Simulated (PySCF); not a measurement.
Compound: C5H5F.
Bonds: C1–C2 (double), C2–F3, C2–C4, C4–C5 (double), C5–C6, C4–C6. Hydrogens: H7, H8 on C1; H9 on C5; H10, H11 on C6.

Computed by this run: PySCF 2.14.0, PBE0-D3(BJ)/def2-SVP geometry optimisation, gas phase; density fitting, grid level 1; the optimiser is geomeTRIC in internal coordinates, started from a GFN2-xTB structure with every atom displaced at random (about 0.01 Å).

Step 1: E = -7965.5058 eV
```
atom  x, y, z in Å  |  force x, y, z in eV/Å
C1      1.7279   -0.7798    0.4136    0.282  -0.046   0.055
C2      1.0782   -0.1250   -0.5531   -0.606   0.244   0.103
F3      1.6684    0.1986   -1.6985    0.111   0.022  -0.144
C4     -0.2975    0.2908   -0.4147    0.165  -0.388   0.440
C5     -1.4348    0.8344   -0.7471    0.161   0.288  -0.539
C6     -1.4050    0.1855    0.5972   -0.117   0.099  -0.098
H7      1.2081   -1.0199    1.3425    0.028   0.009  -0.076
H8      2.7809   -1.0539    0.2967   -0.122  -0.015  -0.011
H9     -1.9861    1.4071   -1.5011    0.016  -0.194   0.291
H10    -1.9188   -0.7785    0.7477    0.034   0.003  -0.008
H11    -1.3816    0.8126    1.5042    0.048  -0.023  -0.013
```

Step 2: E = -7965.5321 eV
```
atom  x, y, z in Å  |  force x, y, z in eV/Å
C1      1.7688   -0.7839    0.4062   -0.088  -0.020   0.095
C2      1.0680   -0.1213   -0.5211    0.037  -0.042   0.110
F3      1.6512    0.2053   -1.6732   -0.117   0.140  -0.208
C4     -0.3036    0.2765   -0.3679    0.007  -0.152   0.181
C5     -1.4203    0.8289   -0.7542    0.224   0.137  -0.301
C6     -1.4516    0.2024    0.5978    0.006  -0.001   0.034
H7      1.2899   -1.0516    1.3468    0.006  -0.013   0.028
H8      2.8103   -1.0593    0.2320   -0.024   0.016  -0.015
H9     -1.9492    1.3897   -1.5217   -0.074  -0.051   0.072
H10    -1.9763   -0.7554    0.7461    0.005  -0.004  -0.002
H11    -1.4474    0.8405    1.4966    0.018  -0.011   0.006
```

Step 3: E = -7965.5372 eV
```
atom  x, y, z in Å  |  force x, y, z in eV/Å
C1      1.7935   -0.7907    0.4090    0.065   0.075  -0.341
C2      1.0685   -0.1202   -0.4968    0.083  -0.085   0.073
F3      1.5728    0.2519   -1.6796    0.105  -0.135   0.217
C4     -0.2951    0.2531   -0.3156   -0.399   0.141  -0.044
C5     -1.3826    0.8168   -0.7642    0.173  -0.028   0.050
C6     -1.4815    0.2159    0.5969    0.089  -0.088   0.153
H7      1.3487   -1.0841    1.3575   -0.071   0.030   0.021
H8      2.8240   -1.0653    0.1933    0.128  -0.007   0.016
H9     -1.8938    1.3632   -1.5434   -0.121   0.090  -0.163
H10    -2.0198   -0.7341    0.7435   -0.029  -0.004   0.001
H11    -1.4948    0.8654    1.4867   -0.023   0.011   0.018
```

Q: Estimate the geometry and energy of step 4. (The exact step hangs on the optimiser's Hessian estimate; all steps are aligned on step 3, rigid shifts and turns removed.)

A: E = -7965.5455 eV, largest force 0.129 eV/Å
```
atom  x, y, z in Å  |  force x, y, z in eV/Å
C1      1.7932   -0.7934    0.4028   -0.040   0.014  -0.017
C2      1.0661   -0.1268   -0.5006    0.106  -0.009  -0.025
F3      1.5969    0.2355   -1.6719   -0.007  -0.006   0.010
C4     -0.3011    0.2573   -0.3271   -0.129  -0.004   0.000
C5     -1.3922    0.8219   -0.7636    0.075   0.046  -0.021
C6     -1.4755    0.2135    0.5998    0.020  -0.035   0.051
H7      1.3314   -1.0763    1.3480    0.022  -0.012   0.019
H8      2.8329   -1.0561    0.2042    0.001   0.002   0.001
H9     -1.9120    1.3725   -1.5412   -0.035  -0.005  -0.019
H10    -2.0155   -0.7363    0.7446   -0.006   0.006   0.003
H11    -1.4844    0.8600    1.4924   -0.007   0.003  -0.003
```

The energy changes by -0.0082 eV. The first-order estimate −F·Δx gives -0.0161 eV and the mean of the old and new forces, exact on a quadratic surface, -0.0083 eV. The step makes an angle of 65° with the force vector and moves no atom by more than 0.030 Å.

What follows is the cost of the whole optimisation. The run took 47 s wall on Arm Neoverse V1, one thread, on a shared host, and the process peaked at 0.45 GiB of memory.
